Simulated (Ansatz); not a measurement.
Basis sets over 6 cases of the bond dissociation energy at PBE with Ansatz (Al to Cl present), each against its own reference: (a) the value in aug-cc-pV5Z; (b) the value in pcseg-4. By their distance from other large sets or by the extrapolation step the references are unsure by up to roughly 0.08 kcal/mol. B3LYP-D3(BJ)/def2-TZVP geometries; electronic energies; unrestricted open shells; no added dispersion term; no relativity. Cartesian d functions in some cases of 6-31G*, 6-31G**. (X+d) sets on Al to Cl for cc-pVXZ and aug-cc-pVXZ. 

Cases are drawn at random; left out are references unsure by over 0.17 kcal/mol, doubtful singlets, and cases whose largest runs show a restricted determinant unstable towards unrestricted orbitals, <S^2> over 0.1 too high or, where CCSD(T) ran, T1 over 0.025 (0.045 for open shells). Sets are drawn from those converged to one state in every case.

Cases (SMILES) and reference values:
- ClCl (Cl2) → 2 Cl atom: 65.92 kcal/mol (a)
- ClB(Cl)Cl → Cl[B]Cl + Cl atom: 118.48 kcal/mol (b)
- [SiH4] (SiH4) → [SiH3] (SiH3) + H atom: 91.06 kcal/mol (b)
- ClC (CH3-Cl) → [CH2]Cl (CH2-Cl) + H atom: 102.11 kcal/mol (b)
- P (PH3) → [PH2] (PH2) + H atom: 84.70 kcal/mol (b)
- ClC (CH3-Cl) → [CH3] (CH3) + Cl atom: 90.09 kcal/mol (b)

| basis | functions over def2-SVP (largest species, mean of cases) | mean signed deviation (kcal/mol) | mean absolute | largest | within 0.5 kcal/mol |
|---|---|---|---|---|---|
| STO-3G | 0.4 | 21.16 | 22.53 | 37.71 | 0 of 6 |
| 6-31G | 0.6 | -7.87 | 10.07 | 29.94 | 0 of 6 |
| 3-21G | 0.6 | -6.20 | 9.48 | 30.40 | 0 of 6 |
| pcseg-0 | 0.6 | -9.61 | 11.43 | 29.79 | 0 of 6 |
| 6-31G* | 0.9 | -0.58 | 2.25 | 8.09 | 2 of 6 |
| 6-31G** | 1.0 | -0.36 | 2.33 | 8.09 | 1 of 6 |
| jun-cc-pV(T+d)Z | 2.7 | -0.06 | 0.14 | 0.47 | 6 of 6 |
| def2-TZVPPD | 2.9 | 0.07 | 0.15 | 0.25 | 6 of 6 |
| def2-QZVP | 4.5 | -0.06 | 0.08 | 0.24 | 6 of 6 |
| aug-cc-pVQZ | 6.2 | 0.02 | 0.07 | 0.16 | 6 of 6 |

Among the sets for which every case ran a larger relative (same family, alike in diffuse functions, listed or not), the smallest listed that holds all cases within 0.5 kcal/mol together with them is jun-cc-pV(T+d)Z, at 2.7 times the functions of def2-SVP. Inside, though some case ran no larger relative to test it: def2-QZVP, aug-cc-pVQZ. Largest deviations of relatives not listed, over the cases that ran them: aug-cc-pVTZ 0.40, aug-cc-pV5Z 0.00, def2-QZVPPD 0.20 kcal/mol. A case lies within its reference's uncertainty of the window's edge in jun-cc-pV(T+d)Z. These figures hold for the cases listed.

Ansatz is a program for electronic structure.
